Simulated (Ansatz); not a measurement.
**AlSiH₂ (sextet): the correlation ladder, def2-TZVPP**

An exercise on one series of results from a longer session: the logs are not shown, and one member is left open.

Method: def2-TZVPP, core rule «outside noble gas», up to 10 orbitals frozen; program: Ansatz 0.2.0, Gaussian basis.

Plan: UHF; ROHF; CCSD(T) on UHF.

### The geometry

The geometry is a PBE0/def2-TZVP stationary point (not a proven minimum) of the parent state, kept for this charge and spin.

4 atoms, charge 0, spin multiplicity 6.

Atoms are counted from 1 here; the program's logs count them from 0.

Bond lengths: Si1–Al2 2.409 Å, Al2–H3 1.583 Å, Al2–H4 1.583 Å. Angles: Si1–Al2–H3 117.4°, Si1–Al2–H4 117.4°, H3–Al2–H4 125.2°.

Set-up of the first run:

in.yaml

```yaml
crystal:
  periodic: [false, false, false]
  atoms:
    - {symbol: Si, position_ang: [0.000000, 0.000000, 1.249328]}
    - {symbol: Al, position_ang: [0.000000, 0.000000, -1.159384]}
    - {symbol: H, position_ang: [0.000000, 1.405470, -1.888034]}
    - {symbol: H, position_ang: [0.000000, -1.405470, -1.888034]}
basis:
  gaussian: {orbitals: def2-TZVPP}
magnetization: {spin_polarized: true, initial_magnetization: 5}
hamiltonian: {xc: hf}
output: {orbitals: {seedname: orbitals}}
```

The run is started by

```console
ansatz run in.yaml --threads 1 --pin off --events-out ev --progress --plain --max-ram 2816MiB --backend cpu
```

Among the steps run: UHF; ROHF; CCSD(T) on UHF.

One table of the session follows, with a row left open; its other results are not shown here.

```
  method  from UCCSD(T) (kJ/mol)
    ROHF                  +468.0
     UHF                       ?
    UMP2                  +117.6
   UCCSD                   +23.0
UCCSD(T)                       0
```

Estimate the missing values for UHF.

As computed: from UCCSD(T) (kJ/mol): +460.7. In the column «from UCCSD(T) (kJ/mol)» it lies between UMP2 (+117.6) and ROHF (+468.0).

Caveats from the session: Warnings: coupled cluster took another determinant than the lowest.
